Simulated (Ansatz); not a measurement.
C$_{4}$H$_{3}$FS, SMILES `C=C1C=C(F)S1`, relaxed with RKS PBE0-D4/def2-TZVP in the Gaussian-basis code of Ansatz from a PBE-D4/def2-SVP geometry. The force threshold is 0.005 eV/Å; the program also tests the step.

Total charge 0; spin multiplicity 1.

Start:

```xyz
9

C    -0.110    1.191    1.285
C    -0.153    0.199    0.381
C     0.561   -0.158   -0.848
C    -0.146   -1.301   -1.074
F    -0.106   -2.221   -2.012
S    -1.260   -1.270    0.334
H    -0.787    1.218    2.150
H     0.621    2.006    1.167
H     1.380    0.336   -1.384
```

```tsv
step	energy (eV)	largest force (eV/Å)	largest move (Å)
1	-17738.6996	0.931	0.000
2	-17738.7580	0.454	0.024
3	-17738.7655	0.085	0.013
4	-17738.7657	0.035	0.002
5	-17738.7657	0.011	0.002
6	-17738.7657	0.008	0.002
7	-17738.7657	0.002	0.000
```

End:

```xyz
9

C    -0.109    1.177    1.271
C    -0.154    0.199    0.383
C     0.554   -0.160   -0.840
C    -0.144   -1.283   -1.059
F    -0.103   -2.195   -1.991
S    -1.238   -1.250    0.327
H    -0.775    1.206    2.123
H     0.609    1.982    1.158
H     1.360    0.325   -1.370
```

Hardware: 4 threads of an Arm Neoverse V2 on a shared host. Wall time 23 s, peak host memory 0.55 GiB.
